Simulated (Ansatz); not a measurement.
**One structure, 4 elements: Ba3C, Ba3Si, Ba3Ge, Ba3Sn**

Plane-wave DFT in Ansatz with scalar-relativistic PAW potentials, cutoff 420 eV, Γ-centred meshes chosen by cell and gap, Gaussian smearing with energies taken to zero width. Every cell was relaxed (cell and atoms) in a run of its own, within the symmetry of its start. Functional: PBE.

All members share space group Pm-3m and the same sites; only the element on one set of sites changes (C, Si, Ge, Sn). Members needn't be the stable form of their composition. Energies over the elements, where given, are against the elements' standard states in the same functional (H₂, N₂, O₂ and halogens uncorrected, Hg as a solid). The first member:

Space group Pm-3m (No. 221). a = 5.072 Å, b = 5.072 Å, c = 5.072 Å, α = 90.00°, β = 90.00°, γ = 90.00°
```tsv
atom	site	symmetry	x	y	z
Ba	3c	4/mm.m	0.0000	0.5000	0.5000
C	1a	m-3m	0.0000	0.0000	0.0000
```

```tsv
compound	V (Å³/atom)	a (Å)	energy over elements (eV/atom)
Ba3C	32.62	5.072	1.129
Ba3Si	39.10	5.388	-0.028
Ba3Sn	43.54	5.584	-0.356
```

Problem. Predict the member with Ge.

Solution. V (Å³/atom) 40.06, a (Å) 5.431, energy over elements (eV/atom) -0.173. Interpolating linearly in period between Si and Sn would give 41.32 Å³/atom (3.1 % too large), with -0.192 eV/atom over the elements. Over the whole series the volume grows at each step down the group; all are metallic on the mesh; binding against the elements strengthens. Ge is hardly larger than Si here (40.06 against 39.10 Å³/atom), as one expects from the filled 3d shell's poor screening.

Spin-orbit coupling is left out, which matters for the bands of heavy elements.